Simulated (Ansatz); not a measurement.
Process, species as SMILES: OCl (OH-Cl) → [O]Cl (O-Cl) + H atom
B3LYP-D3(BJ)/def2-TZVP geometries, fixed; electronic energies without zero-point terms.

Core correlation in the bond dissociation energy at CCSD(T) with Ansatz (a program for electronic structure), in kcal/mol: frozen core against 1s of Al to Cl frozen alone. Core-valence sets carry the plain set on hydrogen. Open shells are unrestricted.

```tsv
basis	functions, most	frozen core
cc-pV(D+d)Z	42	96.67
cc-pCVDZ	50	97.78
cc-pV(T+d)Z	83	100.01
cc-pCVTZ	116	99.96
cc-pwCVTZ	116	99.79
cc-pV(Q+d)Z	149	101.05
```

How large is the core term in each set?

The largest core-valence set, cc-pwCVTZ, gives a core term of 0.09 kcal/mol; the valence set cc-pV(Q+d)Z, which lacks functions for the core, gives 0.30. By row: cc-pV(D+d)Z 0.10, cc-pCVDZ 0.09, cc-pV(T+d)Z 0.58, cc-pCVTZ 0.12, cc-pwCVTZ 0.09, cc-pV(Q+d)Z 0.30.
